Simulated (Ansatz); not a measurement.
**[SiH3]+ (SMILES [SiH3+]) at r2SCAN/aug-cc-pVTZ**

What is the vertical ionisation energy of [SiH3]+ at r2SCAN/aug-cc-pVTZ? 

The calculation is run with Ansatz 0.2.0.

1 further run of the same task is left out (it didn't finish).

### 1 The structure to begin with

The species is [SiH3]+ (4 atoms), meant as a singlet with charge +1. As SMILES, `[SiH3+]`. The coordinates come from a PBE0-D4/def2-TZVP relaxation.

Bond lengths: Si1–H2 1.472 Å, Si1–H3 1.472 Å, Si1–H4 1.472 Å. Angles: H2–Si1–H3 120.0°, H2–Si1–H4 120.0°, H3–Si1–H4 120.0°.

### 2 A single-point energy at r2SCAN/aug-cc-pVTZ

molecule.yaml

```yaml
crystal:
  periodic: [false, false, false]
  atoms:
    - symbol: Si
      position_ang: [-0.000000, -0.000000, 0.000000]
    - symbol: H
      position_ang: [0.686900, 0.675400, 1.113000]
    - symbol: H
      position_ang: [-0.118400, -1.467200, -0.009900]
    - symbol: H
      position_ang: [-0.568500, 0.791700, -1.103100]
basis:
  gaussian: {orbitals: aug-cc-pVTZ}
total_charge: 1
hamiltonian: {xc: {name: r2SCAN}}
accuracy: high
output: {orbitals: {seedname: orbitals}}
```

Run with:

```sh
ansatz run molecule.yaml --threads 1 --pin off --max-ram 3480MiB --events-out events.jsonl --progress --plain --runs-dir runs
```

Standard output:

```text
Warning: RAYON_NUM_THREADS=1 ignored (pool sized by the plan → 1); use --threads N
Functional definition: r2SCAN
  name "r2SCAN"
  parameter k0 = 0.174
  parameter k1 = 0.065
  parameter a1 = 4.9479
  exchange = r2scan_x(k0 = k0, k1 = k1, a1 = a1)
  correlation = r2scan_c
1784 factors; integrals over basis functions are off by at most 3.7e-9 eV
mean field evaluation 1: about -7915.3945 eV, gradient 1.3e1 eV
mean field evaluation 2: about -7915.8996 eV, gradient 3.7e0 eV
mean field evaluation 4: about -7915.9273 eV, gradient 5.2e-2 eV
mean field evaluation 8: about -7915.9259 eV, gradient 7.8e-5 eV
mean field evaluation 16: about -7915.9259 eV, gradient 9.7e-8 eV
mean field -7915.92587922 eV, -290.9049104540 hartree, gradient 9.7e-8 eV, S^2 0.000000; 0 other end points of the search recorded, 0 dependent functions left out
reference -7915.92588014 eV, -290.9049104879 hartree; 8, 8 occupied and 111, 111 virtual orbitals, 1784 factors
Total energy: -7915.92588014 eV, -290.9049104879 hartree
```

It took 7.2 s on 1 thread of Arm Neoverse V1, shared host; peak memory 0.29 GiB.

### 3 Doublet [SiH3]2+ at the same level

Edit molecule.yaml of step 2 so:

```diff
@@ -1 +1,3 @@
+basis:
+  gaussian: {orbitals: aug-cc-pVTZ}
 crystal:
@@ -11,5 +13,4 @@
       position_ang: [-0.568500, 0.791700, -1.103100]
-basis:
-  gaussian: {orbitals: aug-cc-pVTZ}
-total_charge: 1
+total_charge: 2
+magnetization: {spin_polarized: true, initial_magnetization: 1}
 hamiltonian: {xc: {name: r2SCAN}}
```

Run with:

```sh
ansatz run molecule.yaml --threads 1 --pin off --max-ram 3480MiB --events-out events.jsonl --progress --plain --runs-dir runs
```

Standard output, cut to the lines that bear on the results:

```text
Warning: RAYON_NUM_THREADS=1 ignored (pool sized by the plan → 1); use --threads N
[... 7 set-up lines as earlier in the session ...]
1784 factors; integrals over basis functions are off by at most 3.7e-9 eV
mean field evaluation 1: about -7894.6976 eV, gradient 9.5e0 eV
mean field evaluation 2: about -7893.9213 eV, gradient 1.2e1 eV
mean field evaluation 4: about -7895.2092 eV, gradient 3.1e0 eV
mean field evaluation 8: about -7895.3297 eV, gradient 3.5e-1 eV
mean field evaluation 16: about -7895.3297 eV, gradient 9.4e-3 eV
mean field evaluation 32: about -7895.2719 eV, gradient 5.2e-1 eV
mean field evaluation 64: about -7895.3295 eV, gradient 1.2e-8 eV
mean field -7895.32971610 eV, -290.1480154200 hartree, gradient 1.3e-8 eV, S^2 0.762271; 4 other end points of the search recorded, 0 dependent functions left out
reference -7895.32971787 eV, -290.1480154849 hartree; 8, 7 occupied and 111, 112 virtual orbitals, 1784 factors
Total energy: -7895.32971787 eV, -290.1480154849 hartree
```

Wall time 40 s (1 thread of Arm Neoverse V1, shared host); peak memory 0.38 GiB.

### 4 What came out

At r2SCAN/aug-cc-pVTZ:

```
                                            quantity          value
                       singlet [SiH3]+: total energy  -290.90491 Eh
                        singlet [SiH3]+: HOMO energy      -16.67 eV
                        singlet [SiH3]+: LUMO energy      -10.90 eV
                      singlet [SiH3]+: HOMO–LUMO gap        5.77 eV
                      doublet [SiH3]2+: total energy  -290.14802 Eh
doublet [SiH3]2+: HOMO energy (highest over α and β)      -24.57 eV
 doublet [SiH3]2+: LUMO energy (lowest over α and β)      -24.28 eV
                              doublet [SiH3]2+: ⟨S²⟩          0.762
vertical ionisation energy (to the doublet dication)      20.596 eV
```

Removing an electron at fixed nuclei costs 20.60 eV (1987 kJ/mol). The negative HOMO energy of the first species, 16.67 eV, lies 3.92 eV below that difference.
